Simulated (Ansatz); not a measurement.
**NaC+ (quintet): the correlation ladder, cc-pVTZ**

The task here is to estimate one member of a computed series from the others.

Computed with Ansatz 0.2.0, Gaussian basis. Level: cc-pVTZ, core rule «outside noble gas», up to 6 orbitals frozen.

Plan: UHF; CCSD(T) on ROHF; CCSD(T) on UHF; BCCD(T) on ROHF; CISD; CCSDT(Q) on ROHF; CCSDT(Q) on UHF; Full CI.

30 further runs of the same task are left out: 11 for a known fault of the program, 9 that didn't finish, 10 set aside as unsound or not needed.

## The system

The geometry is a PBE0/def2-TZVP stationary point (not a proven minimum) of the parent state, kept for this charge and spin.

2 atoms, charge 1, spin multiplicity 5.

Atoms are counted from 1 here; the program's logs count them from 0.

Bond lengths: C1–Na2 2.229 Å.

As a file:

```
atom   x (Å)   y (Å)   z (Å)
  C1  0.0000  0.0000  0.0000
 Na2  0.0000  0.0000  2.2288
```

Set-up of the first run:

Contents of in.yaml:

```yaml
crystal:
  periodic: [false, false, false]
  atoms:
    - {symbol: C, position_ang: [0.000000, 0.000000, 0.000000]}
    - {symbol: Na, position_ang: [0.000000, 0.000000, 2.228800]}
basis:
  gaussian: {orbitals: cc-pVTZ}
total_charge: 1
magnetization: {spin_polarized: true, initial_magnetization: 4}
hamiltonian: {xc: hf}
output: {orbitals: {seedname: orbitals}}
```

Started as:

```sh
$ ansatz run in.yaml --threads 1 --pin off --events-out ev --progress --plain --max-ram 2393MiB
```

Among the steps run: UHF; CCSD(T) on ROHF; CCSD(T) on UHF; BCCD(T) on ROHF; CISD; CCSDT(Q) on ROHF; CCSDT(Q) on UHF; Full CI.

One of the session's tables, all rows but one given; the rest of the session is left out.

```
   method  from FCI (kJ/mol)
     ROHF              +88.5
      UHF              +88.4
     RMP2              +18.5
     UMP2              +18.4
     CISD               +1.2
    RCCSD                  ?
    UCCSD               +0.9
 RCCSD(T)               +0.2
 UCCSD(T)               +0.1
  BCCD(T)               +0.2
   RCCSDT                0.0
   UCCSDT               -0.2
RCCSDT(Q)                0.0
UCCSDT(Q)               -0.2
      FCI                  0
```

Q: Estimate the row for RCCSD from the others.

As computed: from FCI (kJ/mol): +1.0. In the column «from FCI (kJ/mol)» it lies between UCCSD (+0.9) and CISD (+1.2).

Limits of these values: Levels on UHF freeze UHF's core orbitals, full CI those of ROHF, so the U rows can settle a little off it for that reason alone. Restricted and unrestricted rows rest on different reference determinants; where their highest levels disagree by more than a few hundredths of an eV, they describe different states and don't form one ladder.
